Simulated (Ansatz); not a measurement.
**C2H6 (singlet): the correlation ladder, cc-pVTZ**

The task here is to estimate one member of a computed series from the others.

The runs use Ansatz 0.2.0, Gaussian basis; cc-pVTZ, core rule «outside noble gas», up to 2 orbitals frozen.

Plan: UHF; CCSD(T) on RHF; CCSDT(Q) on RHF.

3 further runs of the same task are left out: 1 that didn't finish, 2 set aside as unsound or not needed.

### The geometry

The geometry is an MP2(full)/6-31G* stationary point (not a proven minimum).

8 atoms, charge 0, spin multiplicity 1.

Atoms are counted from 1 here; the program's logs count them from 0.

Bond lengths: C1–C2 1.524 Å, C1–H3 1.093 Å, C1–H4 1.093 Å, C1–H5 1.093 Å, C2–H6 1.093 Å, C2–H7 1.093 Å, C2–H8 1.093 Å. Angles: C2–C1–H3 111.2°, C2–C1–H4 111.2°, C2–C1–H5 111.2°, H3–C1–H4 107.7°, H3–C1–H5 107.7°, H4–C1–H5 107.7°, C1–C2–H6 111.2°, C1–C2–H7 111.2°, C1–C2–H8 111.2°, H6–C2–H7 107.7°, H6–C2–H8 107.7°, H7–C2–H8 107.7°.

Set-up of the first run:

File in.yaml:

```yaml
crystal:
  periodic: [false, false, false]
  atoms:
    - {symbol: C, position_ang: [0.000000, 0.000000, 0.762209]}
    - {symbol: C, position_ang: [0.000000, 0.000000, -0.762209]}
    - {symbol: H, position_ang: [0.000000, 1.018957, 1.157229]}
    - {symbol: H, position_ang: [-0.882443, -0.509479, 1.157229]}
    - {symbol: H, position_ang: [0.882443, -0.509479, 1.157229]}
    - {symbol: H, position_ang: [0.000000, -1.018957, -1.157229]}
    - {symbol: H, position_ang: [-0.882443, 0.509479, -1.157229]}
    - {symbol: H, position_ang: [0.882443, 0.509479, -1.157229]}
basis:
  gaussian: {orbitals: cc-pVTZ}
magnetization: {spin_polarized: true, initial_magnetization: 0}
hamiltonian: {xc: hf}
output: {orbitals: {seedname: orbitals}}
```

The run is started by

```console
$ ansatz run in.yaml --threads 1 --pin off --events-out ev --progress --plain --max-ram 2880MiB --backend cpu
```

Among the steps run: UHF; CCSD(T) on RHF; CCSDT(Q) on RHF.

One table of the session follows, with a row left open; its other results are not shown here.

| method | from RCCSDT(Q) (meV) |
| --- | --- |
| RHF | +11310.7 |
| RMP2 | ? |
| RCCSD | +393.0 |
| RCCSD(T) | +26.3 |
| RCCSDT | +11.7 |
| RCCSDT(Q) | 0 |

Q: Estimate the row for RMP2 from the others.

As computed: from RCCSDT(Q) (meV): +1239.9. In the column «from RCCSDT(Q) (meV)» it lies between RCCSD (+393.0) and RHF (+11310.7).

With the free atoms at the same levels and basis (separate runs), the atomisation energy is 30.314 eV at RCCSDT(Q), 30.315 eV at RCCSD(T), 23.885 eV at RHF.
